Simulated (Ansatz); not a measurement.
We consider fcc Ni, described by LDA in Ansatz (plane waves, PAW).

Numerical settings: plane-wave cutoff 520 eV, 32×32×32 k mesh, Fermi–Dirac smearing 0.034 eV (set by the program), spin-polarised with parallel moments, scalar-relativistic PAW data made under PBE.

Computed at the level's own relaxed cell.

```
CELL_PARAMETERS angstrom
      0.00000     1.71162     1.71162
      1.71162     0.00000     1.71162
      1.71162     1.71162     0.00000
ATOMIC_POSITIONS crystal
  Ni 0.00000 0.00000 0.00000
```

Question: Give the elastic tensor (Voigt notation, GPa, ions relaxed, in the Cartesian axes of the cell as printed).

Answer: 
```
  350.5   208.3   208.3     0.0     0.0     0.0
  208.3   350.5   208.3     0.0     0.0     0.0
  208.3   208.3   350.5     0.0     0.0     0.0
    0.0     0.0     0.0   161.5     0.0     0.0
    0.0     0.0     0.0     0.0   161.5     0.0
    0.0     0.0     0.0     0.0     0.0   161.5
```

Measured, for comparison: elastic constant C11 261 GPa, elastic constant C12 151 GPa, elastic constant C44 132 GPa (0 K, low-temperature values given for 0 K; zero-point effects included; as tabulated in Li et al. (2021), arXiv:2102.01972). Computed (rounded) less measured: elastic constant C11 +34 %, elastic constant C12 +38 %, elastic constant C44 +22 %.

Computed values are for the static lattice.

Ansatz is a first-principles code.
